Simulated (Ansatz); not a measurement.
A nudged elastic band was laid between two geometries of C2H5Si (8 atoms, charge -1, multiplicity 1).

Method: RKS PBE-D4/6-31G* in Ansatz.

```
movable images  : 9
climbing image  : yes
spring          : 5.0 eV/Å²
optimiser       : quadratic models (default)
start path      : through a guess of the saddle point
force threshold : 0.05 eV/Å
iteration limit : 60
end points      : relaxed
```

Initial state:

```xyz
8
Properties=species:S:1:pos:R:3
C -0.855 -0.222 -1.299
C -0.311 0.730 -0.480
Si 0.490 -0.374 0.749
H -1.427 0.226 -2.172
H -0.324 1.852 -0.510
H 1.259 0.343 1.911
H 1.592 -1.283 0.240
H -0.422 -1.272 1.563
```

Final state:

```xyz
8
Properties=species:S:1:pos:R:3
C -1.395 0.403 -0.598
C -0.046 0.424 -0.824
Si 0.513 -0.402 0.717
H -1.990 0.876 -1.442
H 0.574 0.814 -1.674
H 0.215 0.308 2.024
H 2.063 -0.588 0.869
H 0.066 -1.836 0.929
```

(1) Which bonds break or form, and what moves?

(2) Give the energies along the band, and the barrier.

(3) What is the geometry of the highest image?

(4) What are the harmonic wavenumbers there?

Answers

(1) No bond is made or broken. The dihedral C1–C2–Si3–H8 goes from -63 to 63°. The two ends are copies of one structure, up to a mirror image or an exchange of like atoms.

(2) The forces met the threshold. The highest image is number 5 of 0 to 10, 0.093 eV above the ends, which have the same energy within 2 meV. A vibrational analysis at the climbing image gives one clearly imaginary mode, 112i cm⁻¹: a first-order saddle point. Limits of this set-up: an anion without diffuse functions, the dipole of an ion depends on the origin.

| image | path coordinate (Å) | energy (eV) | dihedral C1–C2–Si3–H8 (°) |
| --- | --- | --- | --- |
| 0 | 0.00 | 0.000 | -63 |
| 1 | 0.32 | 0.016 | -52 |
| 2 | 0.65 | 0.046 | -40 |
| 3 | 0.97 | 0.073 | -27 |
| 4 | 1.30 | 0.088 | -14 |
| 5 | 1.62 | 0.093 | 0 |
| 6 | 1.95 | 0.088 | 13 |
| 7 | 2.27 | 0.073 | 26 |
| 8 | 2.60 | 0.046 | 39 |
| 9 | 2.93 | 0.016 | 52 |
| 10 | 3.25 | 0.000 | 63 |

(3) 
```xyz
8
Properties=species:S:1:pos:R:3
C -1.412 -0.047 -1.113
C -0.232 0.488 -0.636
Si 0.544 -0.386 0.794
H -1.741 0.618 -1.981
H 0.324 1.399 -1.003
H 0.764 0.441 2.072
H 1.972 -0.920 0.588
H -0.219 -1.594 1.279
```

(4) 112i, 264, 401, 580, 692, 702, 903, 910, 957, 997, 1057, 1251, 1398, 1955, 1978, 2126, 2572, 2688 cm⁻¹.

Run time: 79 s on 1 thread of Arm Neoverse V2, on a shared host, peak memory 0.11 GiB.
